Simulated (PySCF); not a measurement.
C6H4O2.
SMILES: `c1cc2occc2o1`

The closed-shell ground state was solved at several levels (PySCF, density fitting, gas phase, non-relativistic). Isolated species at its PBE0-D3(BJ)/def2-SVP geometry, gas phase. The dipole stays under 0.02 D at every level.

| level | basis functions | total energy (Eh) | HOMO (eV) | LUMO (eV) | gap (eV) |
| --- | --- | --- | --- | --- | --- |
| PBE0/def2-TZVP | 272 | -381.1436 | -6.03 | -0.27 | 5.76 |
| PBE0/aug-cc-pVDZ | 220 | -381.0503 | -6.05 | -0.35 | 5.70 |
| wB97X-D/def2-SVPD | 198 | -381.0324 | -7.88 | 1.37 | 9.25 |
| PBE0/def2-SVP | 132 | -380.7256 | -6.07 | -0.15 | 5.92 |
| LC-wPBE/def2-SVPD | 198 | -380.9161 | -8.64 | 1.78 | 10.42 |
| BHandHLYP/def2-SVPD | 198 | -380.9402 | -6.91 | 0.59 | 7.50 |
| B3LYP/pcJ-1 | 256 | -381.4299 | -5.93 | -0.47 | 5.46 |
| B3LYP/def2-SVPD | 198 | -381.1655 | -5.96 | -0.59 | 5.37 |
| PBE/def2-SVPD | 198 | -380.7360 | -5.20 | -1.23 | 3.97 |

**Question.** What might PBE/pcSseg-2 (344 basis functions) give for the same quantities?

**Answer.** Total energy -381.1396 Eh, HOMO -5.15 eV, LUMO -1.20 eV, gap 3.95 eV.

**Question.** Over all these levels, which gives the widest orbital gap and which the narrowest?

**Answer.** LC-wPBE/def2-SVPD (range-separated hybrid) has the widest, 10.42 eV, and PBE/pcSseg-2 (GGA) the narrowest, 3.95 eV. Functional and basis both differ between the two, so the spread mixes both effects.

**Question.** How much does the basis alone move the frontier levels among the 3 PBE0 rows?

**Answer.** The HOMO by 0.04 eV and the LUMO by 0.20 eV. By rising basis size (HOMO, LUMO in eV): def2-SVP -6.07, -0.15; aug-cc-pVDZ -6.05, -0.35; def2-TZVP -6.03, -0.27.

**Question.** In the def2-SVPD basis, how does the gap go with the fixed share of exact exchange?

**Answer.** PBE (0 %) 3.97 eV; B3LYP (20 %) 5.37 eV; BHandHLYP (50 %) 7.50 eV. Each rise in the share widens the gap here.

The pairwise dispersion term of wB97X-D wasn't added to the energies; at a given geometry it leaves orbitals and properties as they are.
